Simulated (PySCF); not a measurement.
PySCF input:

```python
from pyscf import gto, scf, dft

mol = gto.M(
    atom='''
    O    -0.00967373    0.04563775    1.10330363
    C     0.00178170    1.15541318    0.29161270
    C    -0.00658038   -1.04837760    0.29156764
    C     0.01154327    0.72839088   -0.98368653
    C     0.00648472   -0.69033507   -1.02009325
    H     0.00104465    2.11115768    0.78054654
    H    -0.01464815   -2.00173065    0.79019247
    H     0.01161747   -1.34507735   -1.87357137
    ''',
    basis='def2-tzvpd',
    charge=0,
    spin=1,
    verbose=4,
)

mf = scf.UHF(mol).density_fit(auxbasis='def2-universal-jkfit')
mf.conv_tol = 1e-9
mf.max_cycle = 100
mf.max_memory = 1500
mf.kernel()
if not mf.converged:
    mf = mf.newton()
    mf.kernel(mf.make_rdm1())
for _ in range(2):
    mo, _, stable, _ = mf.stability(return_status=True)
    if stable:
        break
    mf.kernel(mf.make_rdm1(mo, mf.mo_occ))
mf.analyze()
```

Predict the final energy.

-228.05833 Eh (HF/def2-TZVPD).

It need not be the lowest isomer of its formula.

The determinant is spin-contaminated: <S^2> is 1.08 against 0.75 for a pure state.
